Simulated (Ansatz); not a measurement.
BAs (zinc blende): values from a third-order Birch-Murnaghan fit to a volume scan beside measured ones. Computed values: PBE (plane waves to 420 eV, PAW, scalar-relativistic; Ansatz, an electronic-structure program). BAs was relaxed with its symmetry unable to fall. The PAW data are Ansatz's earlier set.

```
quantity                reference                                    kind
----------------------  ---------  --------------------------------------
Lattice constant a (Å)      4.777  measured, room temperature or unstated
```

References as given in: M J Lucero, T M Henderson, G E Scuseria, Journal of Physics Condensed Matter (2012), arXiv:1111.4515. Values not taken to low temperature hold thermal and zero-point shifts that a static calculation lacks, so small differences there are no errors of the method.

Problem. What does PBE give, and how far is that from the reference?

Solution. 
```
quantity                  PBE  difference
----------------------  -----  ----------
Lattice constant a (Å)  4.809      +0.7 %
```



(A scan under strain: stresses follow from slopes of the energy per volume, elastic moduli from its curvatures.)
